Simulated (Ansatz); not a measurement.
Input file for CH3BF, SMILES `C[B]F` radical:

```yaml
crystal:
  periodic: [false, false, false]
  atoms:
    - {symbol: C, position_ang: [-0.303714, 0.310532, -0.173713]}
    - {symbol: B, position_ang: [0.287431, -1.067617, 0.235502]}
    - {symbol: F, position_ang: [1.486629, -1.228918, 0.739312]}
    - {symbol: H, position_ang: [-1.223512, 0.495667, 0.389486]}
    - {symbol: H, position_ang: [0.393162, 1.138567, -0.009576]}
    - {symbol: H, position_ang: [-0.597895, 0.287867, -1.227211]}
basis:
  gaussian: {orbitals: def2-SVP}
magnetization: {spin_polarized: true, initial_magnetization: 1}
correlation: {method: ccsd_t}
scf: {omitted_lower_state_checks: [cluster_reference]}
```

```sh
$ ansatz run in.yaml --threads 2 --pin off --events-out ev --progress --plain
```

Log, shortened:

```
Functional definition: HF
573 factors; integrals over basis functions are off by at most 1.1e-3 eV
mean field evaluation 1: about -4449.7747 eV, gradient 2.0e1 eV
mean field evaluation 2: about -4449.8291 eV, gradient 2.0e1 eV
mean field evaluation 4: about -4451.9805 eV, gradient 2.7e0 eV
mean field evaluation 8: about -4452.0714 eV, gradient 4.7e-1 eV
mean field evaluation 16: about -4452.0759 eV, gradient 2.6e-6 eV
mean field -4452.07586087 eV, -163.6107701617 hartree, gradient 2.6e-6 eV, S^2 0.752396; 0 other end points of the search recorded, 0 dependent functions left out
3 core orbitals not correlated: weight in the atoms' cores, before any rotation towards them, 1.000 or more for the frozen orbitals, at most 0.000 for the correlated occupied ones
reference -4452.07586087 eV, -163.6107701617 hartree; 9, 8 occupied and 45, 46 virtual orbitals, 573 factors
second order -10.61424969 eV of doubles, -0.00000000 eV of singles
cycle   1  -10.98391443 eV  change   -3.7e-1 eV  update   7.8e-2
cycle   2  -11.24103735 eV  change   -2.6e-1 eV  update   2.4e-2
cycle   3  -11.32187041 eV  change   -8.1e-2 eV  update   1.5e-2
cycle   4  -11.32059759 eV  change    1.3e-3 eV  update   4.3e-3
cycle   5  -11.31885601 eV  change    1.7e-3 eV  update   1.7e-3
cycle   6  -11.31907517 eV  change   -2.2e-4 eV  update   5.8e-4
cycle   7  -11.31913504 eV  change   -6.0e-5 eV  update   2.2e-4
cycle   8  -11.31916630 eV  change   -3.1e-5 eV  update   7.9e-5
cycle   9  -11.31918935 eV  change   -2.3e-5 eV  update   2.7e-5
cycle  10  -11.31918619 eV  change    3.2e-6 eV  update   8.2e-6
perturbative correction -0.25453115 eV, -0.0093538472 hartree
Total energy: -4463.64957821 eV, -164.0360964289 hartree
Checks for a lower state left out: cluster_reference
```

Run time 2.9 s (2 threads of a server CPU on a shared host); peak host memory 0.21 GiB.

MP2 recovers 91.7 % of the CCSD(T) correlation energy and the triples give 2.2 %; T1 = 0.0147.
